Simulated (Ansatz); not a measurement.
## HB–BH, singlet in cc-pVDZ: errors against full CI

Geometry: a PBE0/def2-TZVP stationary point for this spin, not checked as a minimum.

```xyz
4

B     0.0000    0.0000    0.7625
B     0.0000    0.0000   -0.7625
H     0.0000    0.0000    1.9383
H     0.0000    0.0000   -1.9383
```

Basis cc-pVDZ; Ansatz 0.2.0. Correlated methods freeze the noble-gas cores, which leaves 8 electrons in 36 orbitals. R marks a restricted (for open shells ROHF) determinant, U an unrestricted one. Active spaces: valence = (8e, 10o) chosen from the atoms' valence shells; pair = (2e, 2o) about the gap.

Full CI is exact within this basis and frozen core; it isn't the basis-set limit. The frozen core follows each run's orbitals, which can shift R against U totals by a few meV.

The determinant fills πx and πy unequally, so it is a mixture of Σ and Δ, which weighs on every level built on one determinant.

The determinant has the irrep Ag, whose lowest full-CI state lies within 3 meV of the B1g state that serves as the reference; occupations given are those of the former. RHF is unstable: UHF (⟨S²⟩ = 1.01) lies 0.98 eV below the lowest RHF solution. Higher spins weren't run at this geometry and may lie near or lower.

The UHF ⟨S²⟩ is 1.009 and the T1 diagnostic (RCCSD) is 0.0123. The largest doubles amplitude (RCCSD) is 0.155.

| level | E − E(full CI) (kJ/mol) | share of correlation (%) | wall time |
| --- | --- | --- | --- |
| RHF | 492.3 | 0.00 | – |
| UHF† | 397.9 | – | – |
| RMP2 | 125.5 | 74.51 | – |
| UMP2† | 64.3 | – | – |
| CISD | 63.7 | 87.06 | 1.1 s |
| RCCSD | 33.9 | 93.11 | – |
| UCCSD*† | -21.3 | – | – |
| RCCSD(T) | 18.4 | 96.26 | 0.57 s |
| UCCSD(T)*† | -36.7 | – | 2.3 s |
| BCCD(T) | 18.4 | 96.26 | 0.45 s |
| RCCSDT* | 4.6 | 99.07 | – |
| UCCSDT*† | -57.7 | – | – |
| CISDTQ | 7.4 | 98.50 | 2.7 s (H100) |
| RCCSDT(Q)* | -0.7 | 100.15 | 2.2 s |
| UCCSDT(Q)*† | -63.3 | – | 9.5 s |
| RCCSDTQ* | 0.2 | 99.96 | 3.4 s (H100) |
| UCCSDTQ*† | -62.4 | – | 17 s (H100) |
| CASSCF (valence space) | 252.4 | 48.73 | – |
| NEVPT2 (valence space) | 65.5 | 86.69 | 8 s |
| MRCISD (valence space) | 11.5 | 97.67 | – |
| MRCISD+Q (valence space) | -0.4 | 100.08 | 8.5 s (H100) |

An asterisk marks runs whose energy the program itself flagged as in doubt. A dagger marks rows that describe another state than the reference (another or a broken symmetry, a higher spin or other natural occupations), so the difference holds a gap between states beside the method's error.

The correlation energy at full CI, counted from RHF, is -5.102 eV. That run took 28 s on 5 threads of AMD EPYC 7R13 with a whole H100 80 GB, shared host over 433,614,400 determinants.

Run but not shown, since their state, orbitals or frozen core can't be matched to the reference's or they repeat it: CASSCF (pair space), NEVPT2 (pair space), MRCISD (pair space), MRCISD+Q (pair space).

Times hold each run's SCF and search for its determinant on a shared host, so for small cases they say little of a method's own cost; rows without a card ran on 1 thread of AMD EPYC 7R13. Some runs computed forces too.

More than 5 meV below full CI, which no variational method can be: RCCSDT(Q).

Unrestricted levels hold only the spin's projection, and here they fall towards a lower state of higher spin.

The full-CI state has the irrep B1g of D2h, in the program's axes (one component, if the state is degenerate).

Natural occupations of full CI about the gap: 1.959 1.955 1.950 0.962 0.960 0.042 0.042 0.027 0.020 0.011; effectively unpaired electrons, Σ n²(2−n)², 2.04. No single determinant describes this state well, so single-reference rows can miss without a flag.
